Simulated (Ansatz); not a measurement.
**C2F3 (SMILES F[C]=C(F)F): UHF/3-21G**

What is the vertical electron affinity of C2F3 at UHF/3-21G? 

The calculation is run with Ansatz 0.2.0.

45 further runs of the same task are left out: 3 that didn't finish, 42 set aside as unsound or not needed.

## (1) The molecule

C2F3 has 5 atoms, charge 0, and is taken as a doublet. As SMILES, `F[C]=C(F)F`. Geometry: relaxed at PBE0-D4/def2-TZVP.

Bond lengths: F1–C2 1.297 Å, C2–C3 1.311 Å, C3–F4 1.317 Å, C3–F5 1.311 Å. Angles: F1–C2–C3 129.8°, C2–C3–F4 124.9°, C2–C3–F5 123.2°, F4–C3–F5 111.9°.

## (2) A single-point energy at UHF/3-21G

The input, job.yaml:

```yaml
crystal:
  periodic: [false, false, false]
  atoms:
    - {symbol: F, position_ang: [0.577720, -1.033470, 1.511080]}
    - {symbol: C, position_ang: [0.506940, 0.038840, 0.785720]}
    - {symbol: C, position_ang: [-0.126500, 0.247860, -0.343200]}
    - {symbol: F, position_ang: [-0.848620, -0.650470, -0.980670]}
    - {symbol: F, position_ang: [-0.109540, 1.397240, -0.972920]}
basis:
  gaussian: {orbitals: 3-21G.json}
magnetization: {spin_polarized: true, initial_magnetization: 1}
hamiltonian: {xc: hf}
accuracy: high
output: {orbitals: {seedname: orbitals}}
```

The basis set 3-21G is read from a file made from the Basis Set Exchange's data (not shown).

Started as:

```console
$ ansatz run job.yaml --threads 1 --pin off --max-ram 3480MiB --events-out events.jsonl --progress --plain --runs-dir runs
```

The log of the run:

```text
Warning: RAYON_NUM_THREADS=1 ignored (pool sized by the plan → 1); use --threads N
Functional definition: HF
  name "HF"
  exchange = exact_x
  correlation = 0
948 factors; integrals over basis functions are off by at most 3.1e-9 eV
mean field evaluation 1: about -10116.9827 eV, gradient 2.1e1 eV
mean field evaluation 2: about -10116.9912 eV, gradient 2.1e1 eV
mean field evaluation 4: about -10119.3943 eV, gradient 2.8e0 eV
mean field evaluation 8: about -10119.5824 eV, gradient 7.7e-1 eV
mean field evaluation 16: about -10119.6625 eV, gradient 2.3e-6 eV
mean field -10119.66246540 eV, -371.8907362499 hartree, gradient 2.4e-8 eV, S^2 0.982434; 0 other end points of the search recorded, 0 dependent functions left out
reference -10119.66246540 eV, -371.8907362499 hartree; 20, 19 occupied and 25, 26 virtual orbitals, 948 factors
Total energy: -10119.66246540 eV, -371.8907362499 hartree
```

Wall time 1.1 s (1 thread of Arm Neoverse N1, shared host); peak memory 0.11 GiB.

## (3) The singlet anion at the same level

The input, in.yaml:

```yaml
crystal:
  periodic: [false, false, false]
  atoms:
    - symbol: F
      position_ang: [0.577720, -1.033470, 1.511080]
    - symbol: C
      position_ang: [0.506940, 0.038840, 0.785720]
    - symbol: C
      position_ang: [-0.126500, 0.247860, -0.343200]
    - symbol: F
      position_ang: [-0.848620, -0.650470, -0.980670]
    - symbol: F
      position_ang: [-0.109540, 1.397240, -0.972920]
basis:
  gaussian:
    orbitals: 3-21G.json
output: {orbitals: {seedname: orbitals}}
accuracy: high
total_charge: -1
hamiltonian:
  xc: hf
```

The basis set 3-21G is read from a file made from the Basis Set Exchange's data (not shown).

Started as:

```console
$ ansatz run in.yaml --threads 1 --pin off --max-ram 3480MiB --events-out events.jsonl --progress --plain --runs-dir runs
```

The log of the run:

```text
Warning: RAYON_NUM_THREADS=1 ignored (pool sized by the plan → 1); use --threads N
[... 4 set-up lines as earlier in the session ...]
948 factors; integrals over basis functions are off by at most 3.1e-9 eV
mean field evaluation 1: about -10115.7531 eV, gradient 3.1e1 eV
mean field evaluation 2: about -10116.2448 eV, gradient 3.1e1 eV
mean field evaluation 4: about -10119.1377 eV, gradient 2.9e0 eV
mean field evaluation 8: about -10119.2099 eV, gradient 4.9e-1 eV
mean field evaluation 16: about -10119.2116 eV, gradient 3.7e-7 eV
mean field -10119.21163505 eV, -371.8741685400 hartree, gradient 2.1e-8 eV, S^2 0.000000; 0 other end points of the search recorded, 0 dependent functions left out
reference -10119.21163505 eV, -371.8741685400 hartree; 20, 20 occupied and 25, 25 virtual orbitals, 948 factors
Total energy: -10119.21163505 eV, -371.8741685400 hartree
```

Run time: 0.67 s. Hardware: 1 thread of Arm Neoverse N1, shared host; peak memory 0.092 GiB.

## (4) Outcome

Level: UHF/3-21G.

```
                                                            quantity          value
                                          doublet C2F3: total energy  -371.89074 Eh
                    doublet C2F3: HOMO energy (highest over α and β)      -11.03 eV
                     doublet C2F3: LUMO energy (lowest over α and β)        2.05 eV
                                                  doublet C2F3: ⟨S²⟩          0.982
                                         singlet anion: total energy  -371.87417 Eh
                                          singlet anion: HOMO energy       -1.41 eV
                                          singlet anion: LUMO energy       13.92 eV
singlet anion: HOMO–LUMO gap (to an unbound level, set by the basis)       15.33 eV
                   vertical electron affinity (to the singlet anion)      -0.451 eV
```

**Reading.** The anion lies 0.45 eV (43.5 kJ/mol) above the neutral: the electron isn't bound at this level, and such a value depends on the basis. Without diffuse functions anions come out too high. Hartree–Fock misses the correlation that binds many anions. ⟨S²⟩ (doublet C2F3) is 0.98 where a pure doublet has 0.75: the reference is spin-contaminated.
